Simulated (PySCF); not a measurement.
PySCF input (r2SCAN/aug-cc-pVTZ):

```python
import numpy as np, basis_set_exchange as bse
from pyscf import gto, scf, dft, df

basis = {'H': gto.basis.parse(bse.get_basis('aug-cc-pVTZ', elements=['H'], fmt='nwchem')), 'O': gto.basis.parse(bse.get_basis('aug-cc-pVTZ', elements=['O'], fmt='nwchem'))}
mol = gto.M(
    atom='''
    O     0.06462128    0.00157913    0.02700513
    H     0.00178962    0.80279151   -0.53584283
    H     0.01908461   -0.83637053   -0.48137831
    H    -0.53784446    0.02094599    0.80118010
    ''',
    basis=basis,
    charge=1,
    verbose=4,
    max_memory=2160,
)
mf = dft.RKS(mol, xc='r2scan')
mf.grids.level = 4
mf.conv_tol = 1e-9
mf.max_cycle = 100
print('smallest overlap eigenvalue', np.linalg.eigvalsh(mol.intor('int1e_ovlp'))[0])
mf.kernel()
dip = mf.dip_moment()
```

Output:

```
PySCF version 2.14.0

[INPUT] verbose = 4
[INPUT] num. atoms = 4
[INPUT] num. electrons = 10
[INPUT] charge = 1
[INPUT] spin (= nelec alpha-beta = 2S) = 0
[INPUT] symmetry False subgroup None
[INPUT] Mole.unit = angstrom
[INPUT] Symbol           X                Y                Z      unit          X                Y                Z       unit  Magmom
[INPUT]  1 O      0.064621280000   0.001579130000   0.027005130000 AA    0.122116521019   0.002984123215   0.051032299658 Bohr   0.0
[INPUT]  2 H      0.001789620000   0.802791510000  -0.535842830000 AA    0.003381891667   1.517056089026  -1.012596194512 Bohr   0.0
[INPUT]  3 H      0.019084610000  -0.836370530000  -0.481378310000 AA    0.036064686094  -1.580511240357  -0.909673168206 Bohr   0.0
[INPUT]  4 H     -0.537844460000   0.020945990000   0.801180100000 AA   -1.016378727015   0.039582184508   1.514010965452 Bohr   0.0

nuclear repulsion = 13.9119536616545
number of shells = 26
number of NR pGTOs = 133
number of NR cGTOs = 115
basis = {'H': [[0, [33.87, 0.0, 0.006068, 0.0], [5.095, 0.0, 0.045308, 0.0], [1.159, 0.0, 0.202822, 0.0], [0.3258, 1.0, 0.503903, 0.0], [0.1027, 0.0, 0.383421, 1.0]], [0, [0.02526, 1.0]], [1, [1.407, 1.0, 0.0], [0.388, 0.0, 1.0]], [1, [0.102, 1.0]], [2, [1.057, 1.0]], [2, [0.247, 1.0]]], 'O': [[0, [15330.0, 0.000508, 0.0, -0.000115, 0.0], [2299.0, 0.003929, 0.0, -0.000895, 0.0], [522.4, 0.020243, 0.0, -0.004636, 0.0], [147.3, 0.079181, 0.0, -0.018724, 0.0], [47.55, 0.230687, 0.0, -0.058463, 0.0], [16.76, 0.433118, 0.0, -0.136463, 0.0], [6.207, 0.35026, 0.0, -0.17574, 0.0], [1.752, 0.042728, 1.0, 0.160934, 0.0], [0.6882, -0.008154, 0.0, 0.603418, 0.0], [0.2384, 0.002381, 0.0, 0.378765, 1.0]], [0, [0.07376, 1.0]], [1, [34.46, 0.0, 0.015928, 0.0], [7.749, 0.0, 0.09974, 0.0], [2.28, 0.0, 0.310492, 0.0], [0.7156, 1.0, 0.491026, 0.0], [0.214, 0.0, 0.336337, 1.0]], [1, [0.05974, 1.0]], [2, [2.314, 1.0, 0.0], [0.645, 0.0, 1.0]], [2, [0.214, 1.0]], [3, [1.428, 1.0]], [3, [0.5, 1.0]]]}
ecp = {}
smallest overlap eigenvalue 0.00024941923623661005

******** <class 'pyscf.dft.rks.RKS'> ********
method = RKS
initial guess = minao
damping factor = 0
level_shift factor = 0
DIIS = <class 'pyscf.scf.diis.CDIIS'>
diis_start_cycle = 1
diis_space = 8
diis_damp = 0
SCF conv_tol = 1e-09
SCF conv_tol_grad = None
SCF max_cycles = 100
direct_scf = True
direct_scf_tol = 1e-13
XC library pyscf.dft.libxc version 7.1.2
    S. Lehtola, C. Steigemann, M. J. T. Oliveira, and M. A. L. Marques,  SoftwareX 7, 1–5 (2018)
XC functionals = r2scan
    J. W. Furness, A. D. Kaplan, J. Ning, J. P. Perdew, and J. Sun,  J. Phys. Chem. Lett. 11, 8208–8215 (2020)
    J. W. Furness, A. D. Kaplan, J. Ning, J. P. Perdew, and J. Sun,  J. Phys. Chem. Lett. 11, 9248–9248 (2020)
    J. W. Furness, A. D. Kaplan, J. Ning, J. P. Perdew, and J. Sun,  J. Phys. Chem. Lett. 11, 8208–8215 (2020)
    J. W. Furness, A. D. Kaplan, J. Ning, J. P. Perdew, and J. Sun,  J. Phys. Chem. Lett. 11, 9248–9248 (2020)
radial grids:
    Treutler-Ahlrichs [JCP 102, 346 (1995); DOI:10.1063/1.469408] (M4) radial grids

becke partition: Becke, JCP 88, 2547 (1988); DOI:10.1063/1.454033
pruning grids: <function nwchem_prune>
grids dens level: 4
symmetrized grids: False
atomic radii adjust function: <function treutler_atomic_radii_adjust>
small_rho_cutoff = 0
Set gradient conv threshold to 3.16228e-05
Initial guess from minao.
tot grids = 75384
init E= -77.0427747334795
  HOMO = -0.464887981964516  LUMO = -0.0504188974654305  gap/eV = 11.27828
cycle= 1 E= -76.6733319625114  delta_E= 0.369  |g|= 0.397  |ddm|=  3.8
  HOMO = -0.624370424589568  LUMO = -0.257475320001291  gap/eV = 9.98372
cycle= 2 E= -76.656220575861  delta_E= 0.0171  |g|= 0.508  |ddm|= 1.11
  HOMO = -0.712922590174838  LUMO = -0.275897599404349  gap/eV = 11.89206
cycle= 3 E= -76.6969205673687  delta_E= -0.0407  |g|= 0.0511  |ddm|= 0.59
  HOMO = -0.701122284329692  LUMO = -0.266540630138397  gap/eV = 11.82557
cycle= 4 E= -76.6973308458769  delta_E= -0.00041  |g|= 0.00651  |ddm|= 0.0676
  HOMO = -0.69981680982281  LUMO = -0.265793424617577  gap/eV = 11.81038
cycle= 5 E= -76.6973376587839  delta_E= -6.81e-06  |g|= 0.00042  |ddm|= 0.0121
  HOMO = -0.699842549547487  LUMO = -0.265726710987771  gap/eV = 11.81289
cycle= 6 E= -76.6973376867299  delta_E= -2.79e-08  |g|= 2.29e-05  |ddm|= 0.00201
  HOMO = -0.699845238180977  LUMO = -0.265718697720605  gap/eV = 11.81318
cycle= 7 E= -76.6973376868537  delta_E= -1.24e-10  |g|= 7.31e-06  |ddm|= 0.000186
  HOMO = -0.699841602523982  LUMO = -0.265717209742185  gap/eV = 11.81313
Extra cycle  E= -76.6973376868455  delta_E= 8.26e-12  |g|= 1.07e-05  |ddm|= 2.55e-05
converged SCF energy = -76.6973376868455

WARN: System has nonzero charge 1; the dipole moment is origin-dependent.
Location of origin: [0. 0. 0.]

Dipole moment(X, Y, Z, Debye): -1.23041, -0.03007, -0.51419
```
